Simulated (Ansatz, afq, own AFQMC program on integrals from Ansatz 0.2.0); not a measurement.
# AFQMC, coupled cluster and functionals along a coordinate of HBr + Si, triplet

```xyz
3

Br    0.0000    0.0000   -1.6789
H     0.0000    0.0000   -0.2583
Si    0.0000    0.0000    1.9371
```

A hydrogen atom is moved from one rigid fragment to the other; the Br1–H2 distance tells how far. The two fragments are held close together, so this isn't a minimum-energy path and the start is a compressed complex. Energies in kJ/mol count from this geometry (1.421 Å) at the same level; the start stands on UHF, each point on the determinant named.

Basis cc-pVTZ. Noble-gas cores (and the filled d shells of Ga–Kr and In–Xe) are frozen. AFQMC by an in-house program on the Cholesky factors that Ansatz 0.2.0 writes for its CCSD(T) run. ph-AFQMC/CISD is guided by a CISD state made of CCSD amplitudes; releasing the constraint for a short imaginary time cuts its bias at the price of noise, slowly where states lie close. ± is one standard error of the sampling. No spin–orbit coupling.

Cautions, each for one point or more: inner d shell frozen; lower spins were not checked; no relativity below Rb; no spin-orbit coupling; the determinant is a saddle point among determinants of its kind; unrestricted determinant slightly spin contaminated.

| r(Br1–H2) / Å | det. | T1 | weight | ⟨S²⟩ | wB97M-V | HF | CCSD(T) |
| --- | --- | --- | --- | --- | --- | --- | --- |
| 1.636 | UHF | 0.014 | 0.86 | 2.04 | 12.1 | 27.1 | 16.6 |
| 1.744 | UHF | 0.017 | 0.85 | 2.05 | 23.0 | 41.6 | 30.0 |
| 1.852 | UHF | 0.019 | 0.85 | 2.06 | 29.7 | 47.5 | 39.0 |
| 1.960 | UHF | 0.021 | 0.85 | 2.05 | 33.2 | 45.8 | 44.3 |
| 2.176 | UHF | 0.023 | 0.85 | 2.03 | 54.8 | 49.6 | 66.9 |

Question: Estimate the curve of CCSDT(Q), counted from the same start.

Answer: 
```tsv
r(Br1–H2) / Å	det.	T1	weight	⟨S²⟩	CCSDT(Q)	ph-AFQMC/CISD
1.636	UHF	0.014	0.86	2.04	16.0	15.9 ± 0.6
1.744	UHF	0.017	0.85	2.05	28.9	29.2 ± 0.6
1.852	UHF	0.019	0.85	2.06	37.7	38.7 ± 0.6
1.960	UHF	0.021	0.85	2.05	43.0	44.2 ± 0.7
2.176	UHF	0.023	0.85	2.03	66.2	66.3 ± 0.7
```

Weight is that of the determinant in the CISD state; at the start T1 is 0.010 and the weight 0.86, and ⟨S²⟩ is 2.02. Largest departures from CCSDT(Q), at the points where its series has closed: CCSD(T) 1.3 kJ/mol at 1.852 (on UHF), ph-AFQMC/CISD 1.2 kJ/mol at 1.960 (on UHF) (within the noise), wB97M-V -11.4 kJ/mol at 2.176, HF -16.6 kJ/mol at 2.176 (on UHF). Functionals count only at points shown to share the start's state and spin. In total energy ph-AFQMC/CISD lies 16 ± 4 meV above CCSDT(Q) at the start, so its agreement along the curve rests in part on cancellation.

A walk keeps the symmetry of its determinant, which the program's search chose and which needn't be the lowest solution, so a lower state of the same spin and another symmetry isn't excluded.
